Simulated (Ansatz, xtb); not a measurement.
Species: C₄H₅, charge 0, multiplicity 2. It need not be the lowest isomer of its formula. 
Structure (B3LYP-D3(BJ)/def2-TZVP (Ansatz, a quantum-chemistry and plane-wave program) minimum search):
```xyz
9

C      0.0558     1.1575     0.2832
C      0.0638    -1.1629     0.2583
C      0.7649     0.0061    -0.3252
C     -0.6769     0.0017    -0.3769
H      0.0231     1.2812     1.3661
H      0.0625     2.0844    -0.2786
H      0.0320    -1.3100     1.3383
H      0.0768    -2.0775    -0.3233
H     -1.4401     0.0072    -1.1389
```
Charge 0, spin multiplicity 2.

Harmonic wavenumbers from GFN2-xTB (xtb, at its own minimum), cm⁻¹: 431, 725, 755, 760, 928, 930, 992, 1009, 1040, 1054, 1065, 1080, 1262, 1394, 1456, 1519, 2986, 2990, 3077, 3079, 3196.

**Question.** Give the harmonic wavenumbers at B3LYP-D3(BJ)/def2-TZVP (Ansatz, finite differences of forces, unscaled).

**Answer.** 378, 681, 725, 725, 901, 927, 1024, 1065, 1066, 1099, 1115, 1124, 1239, 1316, 1492, 1533, 3052, 3055, 3169, 3171, 3212 cm⁻¹. Zero-point energy 45.8 kcal/mol.

**Question.** From these and the geometry, give the ideal-gas thermochemistry at 298.15 K and 1 atm (rigid rotor, harmonic oscillator).

**Answer.** Point group Cs, rotational symmetry number 1. Rotational constants 20.55, 9.443, 8.425 GHz. S(trans) 37.83, S(rot) 22.80, S(vib) 2.68, S(elec, spin only) 1.38, S 64.7 cal/(mol K). H(298) - H(0) 2.97 kcal/mol; G - E(el) 29.5 kcal/mol.
